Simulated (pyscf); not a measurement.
Structures and frequencies: ωB97X-D3(BJ)/def2-SVP in PySCF. Correlated levels are frozen-core, on RHF or UHF. ΔMP2 is the change of the MP2 total energy from the triple- to the quadruple-zeta basis.

**Question.** PBE/def2-TZVP puts the barrier of H₃Si–SH + hydrogen chloride (HCl) -> H₂S + H₃Si–Cl (four-centre exchange; singlet surface; S–Si, Cl–H broken, H–S, Cl–Si formed) at 85.9 kJ/mol and the reaction energy at -35.3 kJ/mol, from the separated reactants. What do B3LYP-D3(BJ)/def2-TZVP, PBE0-D3(BJ)/def2-TZVP, CCSD(T)/def2-TZVPP + ΔMP2(QZVPP) give on the same structures?

**Answer.** B3LYP-D3(BJ): ΔE‡ = 99.8 kJ/mol, ΔE = -39.9 kJ/mol; PBE0-D3(BJ): ΔE‡ = 93.1 kJ/mol, ΔE = -35.6 kJ/mol; CCSD(T): ΔE‡ = 118.8 kJ/mol, ΔE = -37.7 kJ/mol. PBE's barrier lies under all of them, by 7.2 to 32.9 kJ/mol. Its reaction energy matches one of them and lies within 4.6 kJ/mol of the others. On the reactant side the descent ends in a complex, 17.9 kJ/mol under the separated species and 121.3 kJ/mol under the saddle at ωB97X-D3(BJ)/def2-TZVP. At ωB97X-D3(BJ) the barrier from the zero used here is 103.4 kJ/mol. One saddle was located; it need not be the lowest between these sides. The CCSD(T) − MP2 part came from Ansatz, without density fitting, on the same reference.
